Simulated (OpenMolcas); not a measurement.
**A workflow on S2F2 (Difluorodisulfane)**

Aim: a single-point energy (UHF/STO-3G), then a single-point energy (CASSCF(2,2)/STO-3G), then the energy (CASPT2(2,2)/STO-3G), then the energy (SC-NEVPT2(2,2)/STO-3G), then the energy (MRCI(2,2)/STO-3G) of S2F2 (Difluorodisulfane). 

The results are computed with OpenMolcas 26.06.

8 further runs of the same task are left out: 8 that didn't finish.

## 1. The structure to begin with

S2F2 has 4 atoms, charge 0, and is taken as a singlet. SMILES: `FSSF`. The S3–F4 distance was set to 4.079 Å, away from the relaxed value. At this shape a bond of the SMILES string is far longer than usual.

Bond lengths: F1–S2 1.631 Å, S2–S3 1.890 Å. Angles: F1–S2–S3 108.6°.

## 2. A single-point energy at UHF/STO-3G (run 1)

step1.inp

```
&gateway
  baslib=$CurrDir
  coord
  4
  angstrom
  F       -2.025879      -0.182785      -3.056676
  S       -0.709799       0.781295      -3.067456
  S        0.802861      -0.259245      -2.619806
  F        1.206410      -0.287820       1.438680
  basis=STO-3G
  group=NoSym

&seward

&scf
  uhf
  scramble=0.25
  prorbitals=1 1
```

The basis set STO-3G is read from a file made from the Basis Set Exchange's data (not shown).

Command:

```
export MOLCAS_MEM=1860
pymolcas step1.inp > step1.log
```

Standard output:

```text
--- Start Module: gateway ---
[...]
--- Stop Module: gateway /rc=_RC_ALL_IS_WELL_ ---
--- Start Module: seward ---
[...]
      Basis functions           28
--- Stop Module: seward /rc=_RC_ALL_IS_WELL_ ---
--- Start Module: scf ---
[...]
       Convergence after  74 Iterations
[...]
::    Total SCF energy                               -982.3107205469
[...]
      Total spin, S                                     0.6192518571
[...]
      Total electronic charge=   50.000000
      Total            charge=   -0.000000
[...]
      Dipole Moment (debye):
      Origin of the operator (angstrom)=   -0.1235    0.0760   -2.0853
                   X=  4.5696E-01               Y=  1.4857E-01               Z=  3.3658E-02           Total=  4.8169E-01
      Quadrupole Moment (debye*angstrom):
[...]
--- Stop Module: scf /rc=_RC_ALL_IS_WELL_ ---
[...]
```

Run time: 3.3 s. Hardware: 1 thread of Intel Xeon Platinum 8488C (Sapphire Rapids), shared host; peak memory 0.37 GiB.

## 3. The energy at CASSCF(2,2)/STO-3G (run 2)

step2.inp

```
>>> EXPORT MOLCAS_PRINT=2
&GATEWAY
BasLib=$CurrDir
Coord
4
angstrom
F       -2.025879      -0.182785      -3.056676
S       -0.709799       0.781295      -3.067456
S        0.802861      -0.259245      -2.619806
F        1.206410      -0.287820       1.438680
Basis=STO-3G
Group=NoSym
&SEWARD
&RASSCF
FileOrb=$CurrDir/step1.UnaOrb
Spin=1
Nactel=2 0 0
Inactive=24
Ras2=2
OrbListing=Nothing
OrbAppear=Compact
```

The basis set STO-3G is read from a file made from the Basis Set Exchange's data (not shown).

Command:

```
export MOLCAS_MEM=1860
pymolcas step2.inp > step2.log
```

Standard output:

```text
--- Start Module: gateway ---
[...]
--- Stop Module: gateway /rc=_RC_ALL_IS_WELL_ ---
--- Start Module: seward ---
[...]
      Basis functions           28
--- Stop Module: seward /rc=_RC_ALL_IS_WELL_ ---
--- Start Module: rasscf ---
[...]
      Number of active orbitals                  2
[...]
      Spin quantum number                      0.0
[...]
      Active orbitals                            2
[...]
      Number of CSFs                             3
[...]
      Number of root(s) required                 1
[...]
      Convergence after  7 iterations
[...]
      printout of CI-coefficients larger than  0.05 for root  1
      energy=    -982.310149
      conf/sym  11     Coeff  Weight
             1  20  -0.70848 0.50194
             3  02   0.70573 0.49806
      Natural orbitals and occupation numbers for root  1
      sym 1:   1.003889   0.996111
      ************************************************************************************************************************
      *                                                    Final results                                                     *
[...]
::    RASSCF root number  1 Total energy:   -982.31014949
[...]
      Total electronic charge=   50.000000
      Total            charge=   -0.000000
[...]
      Dipole Moment (debye):
      Origin of the operator (angstrom)=   -0.1235    0.0760   -2.0853
                   X=  4.5786E-01               Y=  1.4852E-01               Z=  3.3751E-02           Total=  4.8253E-01
      Quadrupole Moment (debye*angstrom):
[...]
--- Stop Module: rasscf /rc=_RC_ALL_IS_WELL_ ---
[...]
```

Wall time 1.7 s (1 thread of Intel Xeon Platinum 8488C (Sapphire Rapids), shared host); peak memory 0.37 GiB.

## 4. The energy at CASPT2(2,2)/STO-3G (run 3)

step3.input

```
&GATEWAY
 BasLib=$CurrDir
 Coord
 4
 angstrom
 F       -2.025879      -0.182785      -3.056676
 S       -0.709799       0.781295      -3.067456
 S        0.802861      -0.259245      -2.619806
 F        1.206410      -0.287820       1.438680
 Basis=STO-3G
 Group=NoSym

&SEWARD

&RASSCF
 FileOrb=$CurrDir/step2.RasOrb
 Spin=1
 Nactel=2 0 0
 Inactive=24
 Ras2=2
 OrbListing=Nothing
 OrbAppear=Compact

&CASPT2
 Imaginary=0.1
 Frozen=12
```

The basis set STO-3G is read from a file made from the Basis Set Exchange's data (not shown).

Command:

```
export MOLCAS_MEM=1860
pymolcas step3.input > step3.log
```

Standard output:

```text
--- Start Module: gateway ---
[...]
--- Stop Module: gateway /rc=_RC_ALL_IS_WELL_ ---
[...]
      Basis functions           28
[...]
--- Start Module: rasscf ---
[...]
      Number of active orbitals                  2
[...]
      Spin quantum number                      0.0
[...]
      Active orbitals                            2
[...]
      Number of CSFs                             3
[...]
      Number of root(s) required                 1
[...]
      Convergence after  4 iterations
[...]
      printout of CI-coefficients larger than  0.05 for root  1
      energy=    -982.310149
      conf/sym  11     Coeff  Weight
             1  20  -0.70848 0.50194
             3  02   0.70573 0.49806
      Natural orbitals and occupation numbers for root  1
      sym 1:   1.003890   0.996110
      ************************************************************************************************************************
      *                                                    Final results                                                     *
[...]
::    RASSCF root number  1 Total energy:   -982.31014950
[...]
      Total electronic charge=   50.000000
      Total            charge=   -0.000000
[...]
      Dipole Moment (debye):
      Origin of the operator (angstrom)=   -0.1235    0.0760   -2.0853
                   X=  4.5783E-01               Y=  1.4854E-01               Z=  3.3731E-02           Total=  4.8250E-01
      Quadrupole Moment (debye*angstrom):
[...]
--- Stop Module: rasscf /rc=_RC_ALL_IS_WELL_ ---
--- Start Module: caspt2 ---
[...]
 ###    WARNING: User changed nr of frozen orbitals.                         ###
 ###############################################################################
[...]
      E2 (Variational):          -0.0543035859
      Total energy:            -982.3644530813
[...]
      Reference weight:           0.96860
[...]
::    CASPT2 Root  1     Total energy:   -982.36445308
[...]
--- Stop Module: caspt2 /rc=_RC_ALL_IS_WELL_ ---
[...]
```

Run time: 1.7 s. Hardware: 1 thread of Intel Xeon Platinum 8488C (Sapphire Rapids), shared host; peak memory 0.37 GiB.

## 5. The energy at SC-NEVPT2(2,2)/STO-3G (run 4)

step4.inp

```
&GATEWAY
 BASLIB
 $CurrDir
 COORD
 4
 angstrom
 F       -2.025879      -0.182785      -3.056676
 S       -0.709799       0.781295      -3.067456
 S        0.802861      -0.259245      -2.619806
 F        1.206410      -0.287820       1.438680
 BASIS
 STO-3G
 GROUP
 NoSym

&SEWARD

&RASSCF
 FILEORB
 $CurrDir/step2.RasOrb
 SPIN
 1
 NACTEL
 2 0 0
 INACTIVE
 24
 RAS2
 2
 ORBLISTING
 Nothing
 ORBAPPEAR
 Compact

&CASPT2
 SC-NEVPT2
 FROZEN
 12
```

The basis set STO-3G is read from a file made from the Basis Set Exchange's data (not shown).

Command:

```
export MOLCAS_MEM=1860
pymolcas step4.inp > step4.log
```

Standard output:

```text
--- Start Module: gateway ---
[...]
--- Stop Module: gateway /rc=_RC_ALL_IS_WELL_ ---
[...]
      Basis functions           28
[...]
--- Start Module: rasscf ---
[...]
      Number of active orbitals                  2
[...]
      Spin quantum number                      0.0
[...]
      Active orbitals                            2
[...]
      Number of CSFs                             3
[...]
      Number of root(s) required                 1
[...]
      Convergence after  4 iterations
[...]
      printout of CI-coefficients larger than  0.05 for root  1
      energy=    -982.310149
      conf/sym  11     Coeff  Weight
             1  20  -0.70848 0.50194
             3  02   0.70573 0.49806
      Natural orbitals and occupation numbers for root  1
      sym 1:   1.003890   0.996110
      ************************************************************************************************************************
      *                                                    Final results                                                     *
[...]
::    RASSCF root number  1 Total energy:   -982.31014950
[...]
      Total electronic charge=   50.000000
      Total            charge=   -0.000000
[...]
      Dipole Moment (debye):
      Origin of the operator (angstrom)=   -0.1235    0.0760   -2.0853
                   X=  4.5783E-01               Y=  1.4854E-01               Z=  3.3731E-02           Total=  4.8250E-01
      Quadrupole Moment (debye*angstrom):
[...]
--- Stop Module: rasscf /rc=_RC_ALL_IS_WELL_ ---
--- Start Module: caspt2 ---
[...]
 ###    WARNING: User changed nr of frozen orbitals.                         ###
 ###############################################################################
[...]
      E2 (Variational):          -0.0535222523
[...]
      E2 (Variational):          -0.0535222399
      Total energy:            -982.3636717354
[...]
      Reference weight:           0.96945
[...]
::    SC-NEVPT2 Root  1     Total energy:   -982.36367174
[...]
--- Stop Module: caspt2 /rc=_RC_ALL_IS_WELL_ ---
[...]
```

It took 1.7 s on 1 thread of Intel Xeon Platinum 8488C (Sapphire Rapids), shared host; peak memory 0.37 GiB.

## 6. The energy at MRCI(2,2)/STO-3G (run 5)

step5.input

```
>>> EXPORT MOLCAS_PRINT=2

&GATEWAY
 BASLIB = $CurrDir
 COORD
 4
 angstrom
 F       -2.025879      -0.182785      -3.056676
 S       -0.709799       0.781295      -3.067456
 S        0.802861      -0.259245      -2.619806
 F        1.206410      -0.287820       1.438680
 BASIS = STO-3G
 GROUP = NoSym

&SEWARD

&RASSCF
 FILEORB = $CurrDir/step2.RasOrb
 SPIN = 1
 NACTEL = 2 0 0
 INACTIVE = 24
 RAS2 = 2
 ORBLISTING = Nothing
 ORBAPPEAR = Compact

&MOTRA
 LUMORB
 FROZEN = 12

&GUGA
 ELECTRONS = 26
 SPIN = 1
 INACTIVE = 12
 ACTIVE = 2
 CIALL = 1

&MRCI
 SDCI
```

The basis set STO-3G is read from a file made from the Basis Set Exchange's data (not shown).

Command:

```
export MOLCAS_MEM=1860
pymolcas step5.input > step5.log
```

Standard output:

```text
--- Start Module: gateway ---
[...]
--- Stop Module: gateway /rc=_RC_ALL_IS_WELL_ ---
[...]
      Basis functions           28
[...]
      Number of active orbitals                  2
[...]
      Spin quantum number                      0.0
[...]
      Active orbitals                            2
[...]
      Number of CSFs                             3
[...]
      Number of root(s) required                 1
[...]
      Convergence after  4 iterations
[...]
      printout of CI-coefficients larger than  0.05 for root  1
      energy=    -982.310149
      conf/sym  11     Coeff  Weight
             1  20  -0.70848 0.50194
             3  02   0.70573 0.49806
      Natural orbitals and occupation numbers for root  1
      sym 1:   1.003890   0.996110
      ************************************************************************************************************************
      *                                                    Final results                                                     *
[...]
::    RASSCF root number  1 Total energy:   -982.31014950
[...]
      Dipole Moment (debye):
      Origin of the operator (angstrom)=   -0.1235    0.0760   -2.0853
                   X=  4.5783E-01               Y=  1.4854E-01               Z=  3.3731E-02           Total=  4.8250E-01
      Quadrupole Moment (debye*angstrom):
[...]
      *** WARNING: Default frozen orbitals is overwritten by user input.
      *** Default values:  12
[...]
--- Start Module: guga ---
[...]
--- Stop Module: guga /rc=_RC_ALL_IS_WELL_ ---
--- Start Module: mrci ---
[...]
       (But an ACPF correction will be computed)
       USE THE DEFAULT ACPF G-VALUE GFAC=   7.6923076923076927E-002
[...]
                      CI ENERGY:  -982.38447931
[...]
                ACPF CORRECTION:    -0.00584784
[...]
      Total electronic charge=   50.000000
      Total            charge=   -0.000000
[...]
     ACPF CORRECTION:     -0.00584784
[...]
  CI State   1     Total energy:   -982.38447931     QDav:     -0.00637696     QACPF:     -0.00584784
[...]
--- Stop Module: mrci /rc=_RC_ALL_IS_WELL_ ---
[...]
```

Run time: 2.1 s. Hardware: 1 thread of Intel Xeon Platinum 8488C (Sapphire Rapids), shared host; peak memory 0.37 GiB.

## 7. Outcome

| quantity | value |
| --- | --- |
| run 1, UHF/STO-3G: total energy | -982.31072 Eh |
| run 1, UHF/STO-3G: dipole moment | 0.48 D |
| run 1, UHF/STO-3G: HOMO energy | -6.74 eV |
| run 1, UHF/STO-3G: LUMO energy | 5.34 eV |
| run 1, UHF/STO-3G: HOMO–LUMO gap | 12.08 eV |
| run 1, UHF/STO-3G: ⟨S²⟩ | 1.003 |
| run 2, CASSCF(2,2)/STO-3G: total energy | -982.31015 Eh |
| run 2, CASSCF(2,2)/STO-3G: dipole moment (CASSCF density) | 0.48 D |
| run 3, CASPT2(2,2)/STO-3G: total energy | -982.36445 Eh |
| run 3, CASPT2(2,2)/STO-3G: dipole moment (CASSCF density) | 0.48 D |
| run 4, SC-NEVPT2(2,2)/STO-3G: total energy | -982.36367 Eh |
| run 4, SC-NEVPT2(2,2)/STO-3G: dipole moment (CASSCF density) | 0.48 D |
| run 5, MRCI(2,2)/STO-3G: total energy | -982.38448 Eh |
| run 5, MRCI(2,2)/STO-3G: dipole moment (CASSCF density) | 0.48 D |

⟨S²⟩ (run 1, UHF/STO-3G) is 1.00 where a pure singlet has 0.00: the reference is spin-contaminated. Mulliken charges (run 1, UHF/STO-3G) run from -0.20 on F1 to +0.20 on S2. Mulliken charges (run 2, CASSCF(2,2)/STO-3G) run from -0.20 on F1 to +0.20 on S2; they depend strongly on the basis. Mulliken charges (run 3, CASPT2(2,2)/STO-3G) of the CASSCF density run from -0.20 on F1 to +0.20 on S2; they depend strongly on the basis. Mulliken charges (run 4, SC-NEVPT2(2,2)/STO-3G) of the CASSCF density run from -0.20 on F1 to +0.20 on S2.
